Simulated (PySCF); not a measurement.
Bonds (- single, = double, # triple, : aromatic): N1-C2 1.433 Å, C2-C3 1.488 Å, C3-C4 1.505 Å, C4-C2 1.504 Å. N1 carries H5, H6; C2 carries H7; C3 carries H8, H9; C4 carries H10, H11. H9, H11 are cis to N1 on the ring; H8, H10 are trans to N1 on the ring.

- B3LYP/pcJ-2 coupling constants (spin–dipole term only in couplings to heteroatoms)
- B97-2/pcSseg-2 with gauge-including orbitals
- PBE0-D3(BJ)/def2-TZVP geometry
- run in PySCF
- fast rotation and ring inversion assumed for equivalent nuclei, relativity neglected, one computed conformer, no solvent model

References, each an isolated molecule treated in the same way: ¹H against TMS.

The spectrum was simulated from the full spin Hamiltonian at 700 MHz with 1.2 Hz Lorentzian lines, from shifts rounded to 0.01 ppm and J to 0.1 Hz, couplings under 1 Hz left out. Exchangeable protons (2H) are left uncoupled and out of the list.

(1) List the maxima of its ¹H spectrum with integrals.

(2) Summarise it as multiplets with assignments.

## Answers

(1) 
Maxima in Hz from TMS (height), grouped by integral:
1H: 1510.6 (17), 1506.2 (34), 1502.2 (47), 1498.1 (68), 1493.9 (47), 1489.9 (35), 1485.6 (18)
2H: 357.7 (2), 349.4 (2), 339.6 (29), 333.6 (95), 332.7 (99), 331.5 (79), 326.5 (80), 325.4 (99), 324.5 (95), 318.7 (31), 308.6 (3), 300.4 (3)
2H: -15.3 (3), -19.7 (3), -33.6 (33), -38.2 (78), -39.5 (100), -40.4 (100), -41.4 (69), -42.5 (67), -43.8 (99), -44.7 (99), -45.9 (72), -50.6 (29), -64.5 (2), -68.7 (2)

(2) ¹H NMR (700 MHz, computed): δ 2.14 (tt, J = 8.2, 4.3 Hz, 1H, H7), 0.47 (m, 2H, H8/H10), 0.40 (br s, 2H, H5/H6), -0.06 (m, 2H, H9/H11). These are first-order names; overlap and second-order distortion can hide them in the list.

Exchangeable OH/NH protons stand at their gas-phase positions; hydrogen bonding in a real sample shifts them, mostly to higher δ. Multiplet labels drop couplings under 1 Hz and merge nearly equal ones. Couplings among chemically equivalent protons are left out too, so labels in AA′BB′ or AA′XX′ sets are apparent multiplicities. Couplings to exchangeable protons are dropped.
